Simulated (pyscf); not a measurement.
HO–AsH–OH (SMILES O[AsH]O) + H₂ (SMILES [H][H]) -> HO–AsH–OH (SMILES O[AsH]O) + H₂ (SMILES [H][H]) (four-centre exchange; singlet surface; As–H, H–H broken, As–H, H–H formed). Structures and frequencies: ωB97X-D3(BJ)/def2-SVP in PySCF. Energies in kcal/mol from the separated reactants.

```csv
level,barrier,reaction energy
ωB97X-D3(BJ)/def2-TZVP,56.0,0.0
PBE/def2-TZVP,(withheld),0.0
B3LYP-D3(BJ)/def2-TZVP,51.4,0.0
PBE0-D3(BJ)/def2-TZVP,49.0,0.0
M06-2X/def2-TZVP,(withheld),0.0
HF/def2-TZVP,77.5,0.0
```

Task: What belongs in the gaps?

Result: 
- PBE/def2-TZVP, barrier: 43.7
- M06-2X/def2-TZVP, barrier: 56.2

The functionals in the table span 12.5 kcal/mol in this barrier, from PBE to M06-2X. The same reactants have a lower exit, to HO–AsH₂ + H₂O (barrier +49.0 kcal/mol at ωB97M-D3(BJ)/def2-TZVP, against +54.2 kcal/mol here). This is the saddle that the search found; another between the same sides may lie lower. Elements up to Kr have no core potential and no relativistic terms here.
